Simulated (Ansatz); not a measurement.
A run of Ansatz (development build ahead of 0.2.0) on doublet C₂H₃ at this shape:

```xyz
5

C     0.1764    0.4454    0.3343
C    -0.0974   -0.6165   -0.4187
H    -0.9884   -1.0065   -0.8882
H     1.1788    0.6365    0.7025
H    -0.5939    1.1528    0.6099
```

Its results:

* Converged: yes
* Total energy: -77.33528 hartree
* Spin squared of the determinant: 1.008
* Stability test: minimum

Forces (eV/Å):
```
atom      Fx      Fy      Fz
  C1   0.142  -0.177  -0.059
  C2   0.020  -0.012  -0.015
  H3  -0.002   0.001   0.004
  H4  -0.005   0.008  -0.001
  H5  -0.155   0.180   0.071
```

(1) Which input gives this output? Name the method, the orbitals and the basis set, and write the input.

## Answers

(1) UHF in def2-SVP.

```yaml
crystal:
  periodic: [false, false, false]
  atoms:
    - { symbol: C, position_ang: [0.17638, 0.44539, 0.33432] }
    - { symbol: C, position_ang: [-0.09737, -0.61645, -0.41873] }
    - { symbol: H, position_ang: [-0.98843, -1.00646, -0.88824] }
    - { symbol: H, position_ang: [1.17884, 0.63654, 0.70248] }
    - { symbol: H, position_ang: [-0.59388, 1.15282, 0.60987] }
basis:
  gaussian: { orbitals: def2-SVP }
magnetization:
  spin_polarized: true
  initial_magnetization: 1
hamiltonian:
  xc: hf
output:
  forces: true
```

Caution: the unrestricted determinant is spin contaminated.
